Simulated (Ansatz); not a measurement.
Density of states of CuPt (R-3m, a = 2.702 Å, b = 2.702 Å, c = 12.723 Å, α = 90.00°, β = 90.00°, γ = 120.00°), in states per eV and primitive cell, averaged over bins of 0.3 eV. Computed with DFT PBEsol, scalar-relativistic, plane waves, PAW (Ansatz).

Plane waves to 420 eV, a k mesh through Γ of 18×18×18 on the computed 2-atom cell and Gaussian smearing (0.10 eV); no spin polarisation.

The cell is relaxed at this level. The states (both spins) are summed by tetrahedra on a 27×27×27 mesh at the self-consistent density. Energies are bin centres; the table starts no lower than −8 eV and ends at 6 eV, or lower where the solved bands end.

It is a metal at this level.

| E − E_F (eV) | total | Pt 5d | Cu 3d | Cu 4s | Pt 6s |
| --- | --- | --- | --- | --- | --- |
| -7.90 | 0.25 | 0.02 | 0.00 | 0.07 | 0.15 |
| -7.60 | 0.28 | 0.03 | 0.01 | 0.08 | 0.16 |
| -7.30 | 0.33 | 0.05 | 0.01 | 0.09 | 0.17 |
| -7.00 | 0.64 | 0.27 | 0.04 | 0.11 | 0.22 |
| -6.70 | 1.26 | 0.77 | 0.07 | 0.12 | 0.29 |
| -6.40 | 1.12 | 0.63 | 0.07 | 0.21 | 0.20 |
| -6.10 | 1.59 | 0.96 | 0.16 | 0.33 | 0.13 |
| -5.80 | 2.19 | 1.48 | 0.25 | 0.34 | 0.10 |
| -5.50 | 2.16 | 1.62 | 0.24 | 0.19 | 0.08 |
| -5.20 | 1.83 | 1.47 | 0.21 | 0.09 | 0.05 |
| -4.90 | 1.77 | 1.20 | 0.39 | 0.05 | 0.10 |
| -4.60 | 2.73 | 1.51 | 0.91 | 0.07 | 0.21 |
| -4.30 | 2.72 | 1.70 | 0.80 | 0.04 | 0.14 |
| -4.00 | 3.11 | 2.06 | 0.85 | 0.04 | 0.11 |
| -3.70 | 2.32 | 1.41 | 0.74 | 0.04 | 0.07 |
| -3.40 | 2.64 | 1.30 | 1.16 | 0.05 | 0.08 |
| -3.10 | 4.38 | 1.45 | 2.69 | 0.09 | 0.07 |
| -2.80 | 5.07 | 1.21 | 3.58 | 0.12 | 0.06 |
| -2.50 | 5.17 | 1.00 | 3.94 | 0.08 | 0.05 |
| -2.20 | 4.34 | 0.87 | 3.29 | 0.06 | 0.05 |
| -1.90 | 5.10 | 1.27 | 3.67 | 0.04 | 0.06 |
| -1.60 | 4.26 | 1.20 | 2.92 | 0.03 | 0.05 |
| -1.30 | 4.19 | 1.27 | 2.78 | 0.04 | 0.05 |
| -1.00 | 3.52 | 1.71 | 1.65 | 0.05 | 0.06 |
| -0.70 | 3.17 | 1.72 | 1.28 | 0.06 | 0.06 |
| -0.40 | 2.12 | 1.29 | 0.68 | 0.06 | 0.05 |
| -0.10 | 0.93 | 0.59 | 0.18 | 0.07 | 0.04 |
| 0.20 | 0.77 | 0.49 | 0.10 | 0.10 | 0.04 |
| 0.50 | 0.77 | 0.45 | 0.08 | 0.11 | 0.05 |
| 0.80 | 0.71 | 0.33 | 0.08 | 0.14 | 0.06 |
| 1.10 | 0.69 | 0.27 | 0.07 | 0.15 | 0.07 |
| 1.40 | 0.64 | 0.22 | 0.05 | 0.15 | 0.07 |
| 1.70 | 0.61 | 0.18 | 0.05 | 0.14 | 0.08 |
| 2.00 | 0.59 | 0.14 | 0.04 | 0.14 | 0.08 |
| 2.30 | 0.55 | 0.11 | 0.03 | 0.12 | 0.08 |
| 2.60 | 0.52 | 0.09 | 0.03 | 0.11 | 0.08 |
| 2.90 | 0.49 | 0.07 | 0.02 | 0.09 | 0.08 |
| 3.20 | 0.47 | 0.06 | 0.02 | 0.07 | 0.09 |
| 3.50 | 0.51 | 0.07 | 0.02 | 0.07 | 0.11 |
| 3.80 | 0.44 | 0.05 | 0.01 | 0.06 | 0.09 |
| 4.10 | 0.42 | 0.04 | 0.01 | 0.07 | 0.07 |
| 4.40 | 0.43 | 0.03 | 0.01 | 0.06 | 0.08 |
| 4.70 | 0.40 | 0.03 | 0.01 | 0.06 | 0.09 |
| 5.00 | 0.38 | 0.02 | 0.01 | 0.06 | 0.10 |
| 5.30 | 0.72 | 0.06 | 0.02 | 0.16 | 0.23 |
| 5.60 | 0.53 | 0.04 | 0.01 | 0.10 | 0.13 |

The columns after the total are the Löwdin projections on the occupied valence shells of the potentials. The rest of the total lies in shells that are empty in the free atom, which aren't projected, and between the atoms.

Spin-orbit coupling is left out, which matters for the bands of heavy elements.

Whether CuPt exists in this form wasn't checked.